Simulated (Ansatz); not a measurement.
A made-up structure of Si2NH2, doublet:

N1  (0.062, -1.825, 2.122)
Si2  (-0.232, -0.598, 1.138)
Si3  (0.272, 0.328, -0.872)
H4  (0.261, -2.471, 2.885)
H5  (0.848, 1.685, -0.672)
(Å)

It is relaxed with PBE-D4/def2-SVP and then PBE0-D4/def2-TZVP (Ansatz 0.2.0). Atoms count as bonded within 1.22 times the sum of their covalent radii (H–H: 0.88 Å). The end point is not checked to be a true minimum.

Task: Does its bonding change? (Judge from chemistry; the calculation decides.)

Result: By the calculation: No: no bond forms or breaks.

Where it ends: The first stage lowers the energy by 0.38 eV in 12 steps. It ends as Si₂NH₂ ([NH][Si][SiH]):
```json
{"atom": "N1", "x (Å)": "0.1018", "y (Å)": "-1.6875", "z (Å)": "2.0762"}
{"atom": "Si2", "x (Å)": "0.1671", "y (Å)": "-0.7850", "z (Å)": "0.8355"}
{"atom": "Si3", "x (Å)": "0.1869", "y (Å)": "0.3596", "z (Å)": "-1.1284"}
{"atom": "H4", "x (Å)": "0.0932", "y (Å)": "-2.1890", "z (Å)": "2.9374"}
{"atom": "H5", "x (Å)": "0.6628", "y (Å)": "1.4211", "z (Å)": "-0.1200"}
```

Labels in which every atom is bracketed show which atoms are joined, not bond orders.

For scale, one of the runs: PBE0-D4/def2-TZVP relaxation, 117 basis functions, launched by `ansatz run in.yaml --threads 2 --pin off --events-out ev --progress --plain --max-ram 4352MiB`. Hardware: 2 CPU threads of an Arm Neoverse V1, shared host. Wall time about 22 s.
